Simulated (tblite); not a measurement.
Species: C6H7 (charge -1).
Cartesian coordinates in Å at the GFN2-xTB level; atoms count from 1:
```xyz
13
C6H7 angstrom
C     -2.6104    2.0177   -0.9360
C     -1.9928    1.0588   -0.4816
C     -1.2637   -0.1167    0.0821
C      0.1565   -0.1972   -0.4400
C      1.2700    0.5194    0.2546
C      1.2251   -0.9823    0.2764
H     -1.7791   -1.0642   -0.1859
H     -1.2306   -0.0774    1.1895
H      0.2077   -0.2118   -1.5259
H      2.0393    1.0024   -0.3350
H      1.0405    1.0452    1.1711
H      0.9666   -1.4659    1.2100
H      1.9665   -1.5274   -0.2970
```

Computed with GFN2-xTB (tblite): harmonic, unscaled wavenumbers at the GFN2-xTB geometry, gas phase. This tight-binding method is rough: wavenumbers can miss measured ones by several per cent, in bad cases by 10 to 20. One conformer, not necessarily the lowest.

Harmonic wavenumbers (cm⁻¹): 64.5, 144.3, 324.0, 338.5, 354.6, 470.6, 794.9, 811.7, 867.6, 879.5, 899.2, 951.5, 1010.6, 1042.5, 1065.6, 1097.1, 1119.2, 1163.9, 1199.9, 1244.9, 1269.3, 1373.6, 1450.3, 1485.7, 1491.7, 2061.2, 2686.0, 2748.2, 2994.2, 3014.9, 3038.7, 3048.8, 3070.6.

A = 11202, B = 2015, C = 1848 MHz; mass 79.055 u (most abundant isotopes); point group C1, symmetry number 1.

Zero-point energy?

½Σν̃ = 22789 cm⁻¹ = 272.62 kJ/mol.

Give the ideal-gas entropy at 350 K and 1 bar in the rigid-rotor, harmonic-oscillator model (classical rotation).

Translation 166.69, rotation 112.65, vibration 66.30: S = 345.6 J/(mol K).

And Cp and H(350 K) − H(0)?

Cp = 115.23 J/(mol K), of which vibrations give 81.97 (their classical limit is 33 R = 274.4); H(350 K) − H(0) = 24.51 kJ/mol without the zero-point energy, 12.87 from vibrations.

How do the functions run with temperature in this model?

```
T (K)  S (J/(mol K))  Cp (J/(mol K))  H − H(0) (kJ/mol)  G − H(0) (kJ/mol)  ln q(vib)
  100          251.7            52.0               4.18             -20.99       0.66
  200          294.2            73.6              10.44             -48.41       1.75
  300          329.0           100.7              19.11             -79.60       2.93
  500          393.6           154.3              44.84            -151.95       5.53
  800          478.6           206.9              99.75            -283.16       9.67
 1000          527.4           229.6             143.53            -383.86      12.37
```

q(vib) and H(0) count from the zero-point level.

What must be added to the electronic energy to get the Gibbs energy at 350 K and 1 bar?

ZPE + [H(350 K) − H(0)] − T·S = 272.62 + 24.51 − 120.98 = 176.15 kJ/mol.

Hindered rotation and anharmonicity are outside this model. Other conformers, if any are populated, would add a mixing term that is left out. The structure is chiral; the term R ln 2 for an equal mix with its mirror image is left out.
